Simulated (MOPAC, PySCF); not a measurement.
Stepwise substitution at one centre (Si SH-H). Isolated molecules, 0 K electronic values unless said otherwise. One relaxed conformer stands for each flexible species; it need not be the lowest. Strings in code marks are SMILES.

Quantity: redistribution energy (mixed species minus the weighted end members), in eV. Semi-empirical values (MOPAC) are differences of heats of formation.

Level 1: PBE-D3(BJ)/def2-TZVP // PBE0-D3(BJ)/def2-TZVP (PySCF)
Level 2: PBE/6-31G* // PBE0-D3(BJ)/def2-TZVP (PySCF)
Level 3: PM6 // PBE0-D3(BJ)/def2-TZVP (MOPAC)
Level 4: PM7 // PBE0-D3(BJ)/def2-TZVP (MOPAC)

```
species                                                                             level 2  level 3  level 4
----------------------------------------------------------------------------------  -------  -------  -------
2 of 4 SH replaced by H: `[SiH2](S)S` (H–S–Si–S torsion 56°, S–Si–S–H torsion 56°)    0.033   -0.009   -0.045
1 of 4 SH replaced by H: `S[SiH](S)S`                                                 0.093    0.063    0.041
3 of 4 SH replaced by H: `S[SiH3]`                                                    0.086    0.060   -0.028
```

Q: What does level 1 give for each, and how far do the other levels lie from it on average?

A: 
- 2 of 4 SH replaced by H: `[SiH2](S)S` (H–S–Si–S torsion 56°, S–Si–S–H torsion 56°): 0.061
- 1 of 4 SH replaced by H: `S[SiH](S)S`: 0.081
- 3 of 4 SH replaced by H: `S[SiH3]`: 0.099
Mean absolute difference from level 1, which has limits of its own, over these rows (drawn at random from the members that have all these levels): level 2 0.018 eV, level 3 0.042 eV, level 4 0.091 eV.
